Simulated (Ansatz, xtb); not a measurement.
Relaxing a trial structure of CH5BSi+

The starting geometry of this gas-phase doublet has its atoms placed at random.

```csv
atom,x (Å),y (Å),z (Å)
C,-0.6666,-0.5857,-1.4675
B,-0.8459,-2.1129,0.7385
Si,0.6008,0.5376,0.0308
H,-0.2248,1.3631,-1.6142
H,0.6757,0.9910,1.7969
H,1.2623,-1.1764,-0.3639
H,0.1697,-1.0483,1.0977
H,-0.4724,-1.4208,-0.6294
```

**Question.** One run relaxed it with r2SCAN-D4/def2-SVP. What is a likely outcome?

**Answer.** It ends as `[BH+][CH][SiH3]`. Contacts that close: C1–B2 (2.69 → 1.44 Å), C1–Si3 (2.26 → 1.93 Å), B2–H7 (1.51 → 1.19 Å), Si3–H4 (2.02 → 1.49 Å), Si3–H5 (1.82 → 1.48 Å), Si3–H6 (1.88 → 1.49 Å).

The energy falls by 12.66 eV over 22 steps:

| step | E − E(last) (eV) |
| --- | --- |
| 1 | 12.659 |
| 3 | 8.710 |
| 6 | 5.838 |
| 8 | 3.939 |
| 10 | 1.851 |
| 13 | 0.356 |
| 15 | 0.056 |
| 17 | 0.009 |
| 20 | 0.001 |
| 22 | 0.000 |

Final geometry (Å):

| atom | x (Å) | y (Å) | z (Å) |
| --- | --- | --- | --- |
| C | -0.3615 | -1.0992 | -0.2731 |
| B | -0.7341 | -1.7024 | 0.9798 |
| Si | 0.6600 | 0.5262 | -0.4269 |
| H | -0.2290 | 1.3965 | -1.2475 |
| H | 0.9482 | 1.0409 | 0.9303 |
| H | 1.8630 | 0.0732 | -1.1834 |
| H | -1.0025 | -2.1381 | 2.0504 |
| H | -0.6452 | -1.5496 | -1.2407 |

From the same start GFN2-xTB ends elsewhere, at `B[CH][SiH2+]`.

From so rough a start the end depends on the optimiser's path, so another program may land elsewhere. The end wasn't checked by frequencies. Open shells are spin-unrestricted. Run with Ansatz 0.2.0, 93 s on 1 thread of Intel(R) Xeon(R) 6975P-C (Granite Rapids), on a shared host.
